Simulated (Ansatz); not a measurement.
```yaml
crystal:
  periodic: [false, false, false]
  atoms:
    - {symbol: C, position_ang: [0.000000, 0.000000, -1.366756]}
    - {symbol: N, position_ang: [0.000000, 0.000000, -0.176911]}
    - {symbol: Si, position_ang: [0.000000, 0.000000, 1.543667]}
basis:
  gaussian: {orbitals: def2-TZVP}
magnetization: {spin_polarized: true, initial_magnetization: 1}
hamiltonian: {xc: pbe0}
relax: {f_tol: 0.004, max_steps: 80}
```

```sh
$ ansatz run in.yaml --threads 1 --pin off --events-out ev --progress --plain --max-ram 2176MiB
```

Steps of the relaxation (energy above the last step; positions in Å, forces in eV/Å):

```
3
step 1, 1.8 meV
C     0.000    0.000   -1.367    0.000    0.000    0.443
N     0.000    0.000   -0.177    0.000    0.000   -0.598
Si    0.000    0.000    1.544    0.000    0.000    0.155
```

```
3
step 2, 0.4 meV
C     0.000    0.000   -1.365    0.000    0.000    0.065
N     0.000    0.000   -0.179    0.000    0.000   -0.182
Si    0.000    0.000    1.544    0.000    0.000    0.117
```

```
3
step 3, 0.0 meV
C     0.000    0.000   -1.366    0.000    0.000    0.000
N     0.000    0.000   -0.181    0.000    0.000    0.002
Si    0.000    0.000    1.548    0.000    0.000   -0.002
```

Close pairs at the end: C1–N2 1.185 Å, N2–Si3 1.729 Å.

A stationary point of unrestricted PBE0 after 3 steps, with ⟨S²⟩ = 0.761 against 0.75 for a pure state; no frequencies were run, so it isn't proven a minimum. 11 s on 1 thread of Intel Xeon Platinum 8375C, shared host.
